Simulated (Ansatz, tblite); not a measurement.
Forces on Li3H3 at its r2SCAN-D4/def2-TZVP geometry. The state is a singlet with charge 0.

The xTB rows come from tblite. The restricted singlet is unstable towards broken spin symmetry in Hartree–Fock (as tested in another run); at PBE-D4/def2-TZVP this wasn't settled. In the singlet, H4 and H6 lie 0.75 Å apart (atoms count from 1), so H2 has formed as a molecule. Another isomer (singlet) lies 1.71 eV lower at PBE0-D4/def2-TZVP; other spin states weren't run for this one.

GFN1-xTB (tblite), largest force 1.49 eV/Å:

```xyz
6
positions Å, forces eV/Å
Li    2.914    0.729    0.665   -0.415   -0.123   -0.002
Li    0.033    0.097   -0.269    0.008   -0.039    0.097
Li    0.428   -0.374    2.172    0.207    0.185   -0.514
H    -1.499   -0.110   -1.566   -0.775   -0.455    1.008
H    -0.878   -0.495    1.058   -0.160   -0.095    0.221
H    -0.997    0.152   -2.060    1.135    0.528   -0.810
```

GFN2-xTB (tblite), largest force 1.23 eV/Å:

```
Li -0.658 -0.210 0.062
Li 0.593 0.127 0.200
Li 0.430 0.217 -0.366
H -0.833 -0.429 0.791
H -0.363 -0.136 0.116
H 0.831 0.431 -0.803
```

PBE-D4/def2-TZVP (Ansatz), largest force 0.34 eV/Å:

```
Li -0.054 -0.018 0.010
Li 0.009 -0.002 0.008
Li 0.022 0.017 -0.043
H -0.212 -0.117 0.234
H 0.005 0.004 -0.008
H 0.232 0.116 -0.201
```
